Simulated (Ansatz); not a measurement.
We consider RbSn₂Br₅ (I4/mcm, No. 140; cell taken from a computed entry), described by LDA (Ansatz, an electronic-structure program, PAW).

Run with plane-wave cutoff 520 eV, 6×6×6 k mesh, Fermi–Dirac smearing 0.01 eV, scalar-relativistic PAW data made under PBE.

Cell (relaxed with PBEsol):

```
CELL_PARAMETERS angstrom
     -4.10913     4.10913     7.42254
      4.10913    -4.10913     7.42254
      4.10913     4.10913    -7.42254
ATOMIC_POSITIONS crystal
  Rb 0.25000 0.25000 0.00000
  Rb 0.75000 0.75000 0.00000
  Sn 0.16919 0.33081 0.50000
  Sn 0.83081 0.66919 0.50000
  Sn 0.33081 0.83081 0.16162
  Sn 0.66919 0.16919 0.83838
  Br 0.47331 0.29067 0.50000
  Br 0.52669 0.70933 0.50000
  Br 0.29067 0.79067 0.81736
  Br 0.70933 0.20933 0.18264
  Br 0.79067 0.97331 0.50000
  Br 0.20933 0.02669 0.50000
  Br 0.97331 0.47331 0.18264
  Br 0.02669 0.52669 0.81736
  Br 0.00000 0.00000 0.00000
  Br 0.50000 0.50000 0.00000
```

Problem. What does this level give for the band gap, smallest direct gap on the k points sampled and direct gap at Γ?

Solution. 
- band gap: 2.23 eV
- smallest direct gap on the k points sampled: 2.46 eV
- direct gap at Γ: 2.67 eV

Note: cell and atoms aren't relaxed at this level (pressure -1.5 GPa).

Spin–orbit coupling is not included.

The computed numbers hold no vibrational or temperature effects.

It cost around 4 core-minutes (rough) of CPU time.
